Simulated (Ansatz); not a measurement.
System: rock-salt BaTe. Method: r²SCAN+SOC (Ansatz, a program for electronic structure, plane waves, PAW).

The input as run:

Ansatz 0.2 input:
```yaml
crystal:
  lattice:
    - [0.0, 3.5310411401, 3.5310411401]
    - [3.5310411401, 0.0, 3.5310411401]
    - [3.5310411401, 3.5310411401, 0.0]
  atoms:
    - { symbol: Ba, position: [0.0, 0.0, 0.0] }
    - { symbol: Te, position: [0.5, 0.5, 0.5] }
basis:
  ecutwfc: 560
  ecutrho_ratio: 4
  xc_grid: 3
kpoints:
  mp_grid: { grid: [8, 8, 8] }
hamiltonian:
  xc: r2scan
  dispersion: none
  pseudopotentials: { kind: paw }
scf:
  occupations: { method: fermi_dirac, width: 0.01 }
  convergence: { dr2_threshold: 0.0000000002 }
output:
  forces: true
  stress: true
  eigenvalues: true
magnetization:
  noncollinear: true
  spin_orbit: true
```

From the output:

```
Crystal: 2 atoms, lattice volume = 88.052 Å³
Basis set: ecut = 560 eV, 2685 PW (Γ), exchange–correlation on 120×120×120 points (27 copies of the dense FFT grid, shifted against one another)
Bands: 34, of which v1, the nominal top of the filled ones, is band 26 counted from 1 (25 counted from 0)
Symmetry: 48 space group operations + 48 with time reversal
k-points: 29 of 512
Initial density: superposition of atomic densities (chi_scale 0.1, normalization cell, long waves kept (reshape's long-wave potential 0.00 eV rms))
Functional: x = r2scan, c = r2scan; τ floored in thin density (d = 2e-4 eV/Å³)
SCF 1 converged in 8 iterations: F = -12938.708752 eV  dr2 = 3.86e-11
SCF converged after 8 iterations
Free energy (F): -12938.708752 eV
Internal energy: -12938.708752 eV  (E = F + TS)
E sigma→0 (E₀):  -12938.708752 eV
Fermi energy:    7.032147 eV
--- Stress (GPa, compression-positive) ---
        0.000788       0.000000      -0.000000
        0.000000       0.000788       0.000000
       -0.000000       0.000000       0.000788
  P = ⅓ Tr σ = 0.0008 GPa (0.008 kbar)
```

The PAW data were made under PBE.

It cost roughly 40 core-seconds of CPU time.
